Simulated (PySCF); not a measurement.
**First hyperpolarisability: 2-methylthiazole (C1=CN=C(C)S1, C4H5NS)**

Geometry (Å), atoms numbered from 1 in this order:
```xyz
11

C     1.9495   -0.0007    0.1313
C     0.4676    0.0151    0.0083
N    -0.3281   -0.7954    0.6366
C    -1.6354   -0.5374    0.3419
C    -1.8546    0.4822   -0.5285
S    -0.3569    1.1535   -1.0005
H     2.2406   -0.8888    0.6904
H     2.3120    0.8814    0.6653
H     2.4342   -0.0202   -0.8469
H    -2.4109   -1.1393    0.7966
H    -2.7923    0.8593   -0.9048
```

Level of theory: PySCF 2.14.0, quadratic response CAM-B3LYP/def2-TZVPD first hyperpolarisability, Taylor convention, gas phase. Geometry: PBE0-D3(BJ)/def2-TZVP.

Question: Give β for the processes computed.

Answer: In au, Taylor convention; the vector part is βᵢ = ⅓ Σⱼ (βᵢⱼⱼ + βⱼᵢⱼ + βⱼⱼᵢ); β∥ is 3/5 of the vector part along the dipole, the dipole points from − to +:
| process | λ (nm) | β vector norm | β∥ | β HRS | depolarisation ratio |
| --- | --- | --- | --- | --- | --- |
| static β(0;0,0) | ∞ | 121.7 | -69.2 | 46.2 | 7.21 |
| second harmonic β(−2ω;ω,ω) | 1907 | 125.5 | -71.4 | 47.7 | 7.21 |
| Pockels β(−ω;ω,0) | 1907 | 123.0 | -69.9 | – | – |
| second harmonic β(−2ω;ω,ω) | 1064 | 134.3 | -77.0 | 51.4 | 7.20 |
| Pockels β(−ω;ω,0) | 1064 | 125.7 | -71.6 | – | – |

Question: Which lowest excitations, dipole and polarisabilities go with it?

Answer: S1 5.58 eV (f = 0.090); S2 5.59 eV (f = 0.016); S3 5.91 eV (f = 0.001); dipole 1.34 D; isotropic α 71.0 au static, 71.2 au at 1907 nm, 71.7 au at 1064 nm, 71.9 au at 953.5 nm, 74.1 au at 532 nm.
